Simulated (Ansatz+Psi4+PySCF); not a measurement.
# doublet CH₃S: levels of theory in one basis

```yaml
atoms:
  - { symbol: C, position_ang: [0.8619, -0.1091, -0.7542] }
  - { symbol: S, position_ang: [-0.4978, -0.0123, 0.4431] }
  - { symbol: H, position_ang: [-0.6291, 1.3216, 0.4262] }
  - { symbol: H, position_ang: [0.5677, 0.2810, -1.7286] }
  - { symbol: H, position_ang: [1.7491, 0.4142, -0.3978] }
```

Basis set: cc-pVTZ on H, C; cc-pV(T+d)Z on S (spherical functions). Frozen core: 6 orbitals. Correlation on ROHF uses semicanonical orbitals with singles. Charge 0, multiplicity 2.

Computed with Ansatz (development build ahead of 0.2.0) and Psi4 1.11; each method stands on the lowest determinant of its kind that the runs found.

| method | E − E(ROHF) (eV) | <S²> of the determinant |
| --- | --- | --- |
| ROHF | 0.00 | 0.75 |
| UHF | -0.10 | 0.76 |
| ROHF-MP2 | -8.89 | – |
| UHF-MP2 | -8.89 | 0.76 |
